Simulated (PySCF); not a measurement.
These 2 structures share the formula C4H9F. Computed with PBE0-D3(BJ)/def2-SVP geometry optimisation, gas phase in PySCF. Energies are electronic, without zero-point or thermal terms, for one conformer each. No frequencies were run at this level. Point groups hold within 0.08 Å.

Question: Rank from lowest to highest electronic energy at this level (kcal/mol).
A. `FC(C)(C)C`
B. `[CH3:1][CH2:2][CH2:3][CH2:4][F:5]` with C1–C2–C3–C4 178°, C2–C3–C4–F5 -61°

Answer: A (0.0), B (7.8).

```json
{"SMILES": "CC(C)(C)F", "E (Eh)": "-257.22472", "E rel (kcal/mol)": "0.0", "dipole (D)": "1.78", "point group": "C3v", "A, B, C (MHz)": "4749, 4748, 4538"}
{"SMILES": "CCCCF", "E (Eh)": "-257.21227", "E rel (kcal/mol)": "7.8", "dipole (D)": "1.65", "point group": "C1", "A, B, C (MHz)": "12568, 2362, 2175"}
```

Question: How do the relative energies change in single points at PBE0/6-311+G(2d,p) (no added dispersion term) on the same geometries?

Answer: 
| SMILES | PBE0-D3(BJ)/def2-SVP (kcal/mol) | PBE0/6-311+G(2d,p) (kcal/mol) | shift |
| --- | --- | --- | --- |
| CC(C)(C)F | 0.0 | 0.0 | 0.0 |
| CCCCF | 7.8 | 8.0 | +0.2 |

Each column counts from its own lowest isomer. The order is unchanged; the largest shift is 0.2 kcal/mol.

Question: As an exercise, what shares would exp(−E/RT) give at 2000 K from these electronic energies alone (no entropy, no degeneracies)?

Answer: RT = 3.974 kcal/mol: CC(C)(C)F 87.7 %, CCCCF 12.3 %.
